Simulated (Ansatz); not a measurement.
Basis-set extrapolation for C$_{2}$H$_{2}$N$_{2}$S, SMILES `c1nncs1` (PBE0-D4/def2-TZVP geometry, frozen core, the Gaussian-basis code of Ansatz). Multiplicity 1, RHF reference.

```tsv
	def2-TZVPP	def2-QZVPP
HF	-583.360140	-583.379336
MP2 correlation	-0.884619	-0.947339
CCSD(T) correlation	-0.945910	not run
```

Energies in hartree. Use E(X) = E(∞) + A·exp(−7.88·√X) for Hartree–Fock and E(X) = E(∞) + B·X^(−2.97) for correlation, with X = 3 and 4, and add CCSD(T) minus MP2 of the smaller set to the MP2 limit.

Problem. What is the CCSD(T) energy at the basis-set limit?

Solution. HF limit: -583.379336 + (-0.019196) × 0.13774 = -583.38198. MP2 limit: -0.947339 + (-0.062720) × 0.74074 = -0.99380. Higher-order term: -0.945910 − (-0.884619) = -0.06129. Total: -584.43707 hartree, 344.0 kJ/mol below CCSD(T)/def2-TZVPP.
